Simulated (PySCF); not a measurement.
C5H5F.
SMILES: `C1=C(C=CC1)F`

Computed, not measured: PySCF 2.14.0, PBE0-D3(BJ)/def2-SVP geometry optimisation, gas phase.

Masses are those of the commonest isotopes; rigid-rotor values at the optimised geometry. 

Task: What are A, B and C (MHz)?

Result: Ia = 61.44, Ib = 149.47, Ic = 207.77 u·Å²; 505379 MHz·u·Å²/I gives A = 8226, B = 3381, C = 2432 MHz.

Task: What kind of rotor is it?

Result: An asymmetric top; Ray's κ = -0.672.

Task: Is it planar, by Δ = Ic − Ia − Ib?

Result: Not planar: Δ = Ic − Ia − Ib = -3.13 u·Å². For a rigid frame Δ = −2 Σ m c², so Σ m c² = 1.57 u·Å² lies off the ab plane, practically all of it from hydrogen. The atom farthest from that plane is 0.89 Å away.

Task: Give the other two planar moments, Paa and Pbb, and the rms extents of the mass along the axes.

Result: Paa = Σ m a² = (Ib + Ic − Ia)/2 = 147.90 and Pbb = Σ m b² = (Ia + Ic − Ib)/2 = 59.87 u·Å². With the mass M = 84.04 u, the rms extents √(P/M) along a, b and c are 1.33, 0.84, 0.14 Å.

Task: Give the coordinates in the principal-axis frame, origin at the centre of mass.

Result: The sense of each axis is arbitrary; atoms in the order of the calculation.
```
atom  mass (u)   a (Å)   b (Å)   c (Å)
  F1    18.998   1.974   0.016  -0.001
  C2    12.000   0.651  -0.043   0.001
  C3    12.000  -0.108  -1.156   0.002
  C4    12.000  -1.535  -0.713  -0.001
  C5    12.000  -1.460   0.784   0.001
  C6    12.000  -0.167   1.165   0.001
  H7     1.008   0.243  -2.186   0.004
  H8     1.008  -2.096  -1.090   0.874
  H9     1.008  -2.083  -1.081  -0.889
 H10     1.008  -2.332   1.439   0.001
 H11     1.008   0.234   2.179  -0.001
```

Task: Predict some low-J microwave lines.

Result: The dipole components are |μa| = 1.83 D, |μb| = 0.08 D, |μc| = 0.00 D; the mirror of this Cs structure is the ab plane, so μc vanishes by symmetry (the 0.01 D computed is a residue) and there are no c-type lines. The squared components, which scale the intensities, stand as 1.00 : 0.00 (a : b). Some lines, for components of 0.1 D or more:

```csv
type,branch,"J(Ka,Kc)",MHz,lower level (cm⁻¹)
a,Q,"1(1,0) ← 1(1,1)",949,0.356
a,Q,"2(1,1) ← 2(1,2)",2846,0.712
a,R,"1(0,1) ← 0(0,0)",5814,0.000
a,R,"2(1,2) ← 1(1,1)",10678,0.356
a,R,"2(0,2) ← 1(0,1)",11501,0.194
a,R,"2(1,1) ← 1(1,0)",12576,0.387
```

Task: Estimate the classical rotational partition function at 10 K, 50 K and 100 K.

Result: Point group Cs, symmetry number σ = 1; q = (√π/σ)·√((kT/h)³/(ABC)), k/h = 20836.6 MHz/K: 648 at 10 K, 7250 at 50 K, 20500 at 100 K.

Stationary, but not proved a minimum. Zero-point vibration and centrifugal distortion are left out.

Time: 27 s; peak memory 0.45 GiB. Hardware: one thread of an Arm Neoverse V2, shared host with 32 logical CPUs at a one-minute load of 11. These figures are those of the optimisation.
